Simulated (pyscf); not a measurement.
# silicon tetrachloride (Cl–Si(Cl)(Cl)–Cl), singlet

Gas-phase minimum from PySCF at ωB97X-D3(BJ)/def2-SVP, one conformer. 

SMILES: Cl[Si](Cl)(Cl)Cl
```xyz
5

Cl     1.0067     2.1944    -0.6058
Si     0.2622     0.3165    -0.4133
Cl     0.6044    -0.3571     1.4700
Cl    -1.7352     0.3408    -0.7704
Cl     1.1729    -0.9122    -1.7470
```

Bond lengths (Å): Cl1–Si2 2.029, Si2–Cl3 2.029, Si2–Cl4 2.029, Si2–Cl5 2.029. Angles (°): Cl1–Si2–Cl3 109.5, Cl1–Si2–Cl4 109.5, Cl1–Si2–Cl5 109.5, Cl3–Si2–Cl4 109.5, Cl3–Si2–Cl5 109.5, Cl4–Si2–Cl5 109.5.

Properties at ωB97X-D3(BJ)/def2-SVP:

```yaml
harmonic_wavenumbers_unscaled: 146, 146, 218, 218, 218, 434, 654, 654, 654 cm⁻¹
zero_point_energy: 4.8 kcal/mol
rotational_symmetry_number: 12
Entropy of this conformer at 298 K and 1 atm, rigid rotor and harmonic oscillator, modes under 100 cm⁻¹ raised to 100: 330.7 J/(mol K)
dipole_moment: 0.00 D
```

Single-point totals, which compare only within one level (frozen core for MP2 and CC):

```json
[
 {"level": "ωB97X-D3(BJ)/def2-TZVP", "total energy (hartree)": "-2130.62119"},
 {"level": "PBE/def2-TZVP", "total energy (hartree)": "-2129.67387"},
 {"level": "r²SCAN/def2-TZVP", "total energy (hartree)": "-2130.43141"},
 {"level": "B3LYP-D3(BJ)/def2-TZVP", "total energy (hartree)": "-2130.65835"},
 {"level": "PBE0-D3(BJ)/def2-TZVP", "total energy (hartree)": "-2129.85765"},
 {"level": "M06-2X/def2-TZVP", "total energy (hartree)": "-2130.49761"},
 {"level": "ωB97M-D3(BJ)/def2-TZVP", "total energy (hartree)": "-2130.82089"},
 {"level": "HF/def2-TZVPP", "total energy (hartree)": "-2127.21023"},
 {"level": "MP2/def2-TZVPP", "total energy (hartree)": "-2128.07427"},
 {"level": "CCSD/def2-TZVPP", "total energy (hartree)": "-2128.13331"},
 {"level": "CCSD(T)/def2-TZVPP", "total energy (hartree)": "-2128.17492"}
]
```

The CCSD(T) − MP2 part came from Ansatz, without density fitting, on the same reference.
